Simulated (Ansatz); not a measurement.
# [Br···H···Si], triplet along the distance Br1-H2

Starting geometry:

```yaml
atoms:
  - { symbol: Br, position_ang: [0.0000, 0.0000, -1.5692] }
  - { symbol: H, position_ang: [0.0000, 0.0000, -0.1486] }
  - { symbol: Si, position_ang: [0.0000, 0.0000, 1.7178] }
```

From there H2 is moved from one fragment to the other while all else, the fragments' distance too, stays fixed; atoms are numbered as listed. Energies are in kcal/mol, counted from the starting geometry at the same level.

Basis cc-pVDZ; Ansatz 0.2.0. Correlated methods freeze the noble-gas cores and the filled d shells of p-block atoms. Prefix R: restricted or restricted open-shell reference; prefix U: unrestricted. No spin–orbit coupling is included, and no scalar relativity.

The reference follows the lowest state, whose symmetry changes along the scan.

Full CI isn't at hand for all of this; RCCSDTQ serves as the reference, and is uncertain by about the last step of the cluster series. The frozen core follows each run's orbitals, which can shift R against U totals by a few meV for light atoms and by up to 0.1 eV past Ca.

| distance Br1-H2 (Å) | UMP2 |
| --- | --- |
| 1.421 | 0.0 |
| 1.482 | -0.8 |
| 1.603 | 1.3 |
| 1.725 | 5.4 |
| 1.847 | 11.9 |

Question: Estimate the RCCSDTQ curve in cc-pVDZ from this one, knowing how UMP2 errs.

Answer: The computed RCCSDTQ values, in kcal/mol from the starting point, and the error of UMP2 against them:
```csv
distance Br1-H2 (Å),RCCSDTQ,UMP2 less RCCSDTQ
1.421,0.0,0.0
1.482,-0.6,-0.2
1.603,0.9,0.5
1.725,4.1,1.3
1.847,10.0,1.9
```

The error spans 2.1 kcal/mol and is largest, 1.9 kcal/mol, at 1.847 Å.
